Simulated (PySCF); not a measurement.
C4H5N. Atoms are numbered in the order given.

```xyz
10

C      0.0000     0.7145     0.9908
C      0.0000    -0.7145     0.9908
C      0.0000    -1.1292    -0.3369
N      0.0000     0.0000    -1.1255
C      0.0000     1.1292    -0.3369
H      0.0000     1.3730     1.8668
H      0.0000    -1.3730     1.8668
H      0.0000    -2.1314    -0.7788
H      0.0000     0.0000    -2.1438
H      0.0000     2.1314    -0.7788
```

Geometry: PBE-D3(BJ)/def2-SVP.

Computed with PBE-D3(BJ)/def2-SVP run with PySCF 2.14.0.

Frequencies are harmonic and unscaled.

```
mode  ν (cm⁻¹)  IR (km/mol)  moving atoms (share of kinetic energy)
----  --------  -----------  --------------------------------------
1          506         62.3                          H 65 %, N 31 %
2          614          0.0                          C 73 %, H 27 %
3          632          0.8                  C 44 %, H 40 %, N 16 %
4          660          0.0                          H 74 %, C 26 %
5          701        119.2                          H 84 %, C 14 %
6          806          2.6                          H 81 %, C 19 %
7          843          0.7                          C 84 %, H 13 %
8          859          0.0                          H 76 %, C 24 %
9          867          0.0                  C 44 %, N 33 %, H 22 %
10        1005         24.7                  H 75 %, C 15 %, N 10 %
11        1029         25.9                          H 77 %, C 21 %
12        1063          6.5                          H 72 %, C 28 %
13        1128          3.6                          H 82 %, N 10 %
14        1164          3.0                  C 69 %, N 19 %, H 12 %
15        1257          3.0                          H 72 %, C 28 %
16        1408          2.1                          C 86 %, H 14 %
17        1440          3.6                  N 45 %, C 34 %, H 21 %
18        1472          8.0                   C 68 %, H 24 %, N 9 %
19        1538          2.2                          C 75 %, H 22 %
20        3174          1.8                           H 92 %, C 8 %
21        3185          1.9                           H 91 %, C 9 %
22        3199          1.7                           H 91 %, C 9 %
23        3204          0.0                          H 90 %, C 10 %
24        3587         62.6                                  H 93 %
```
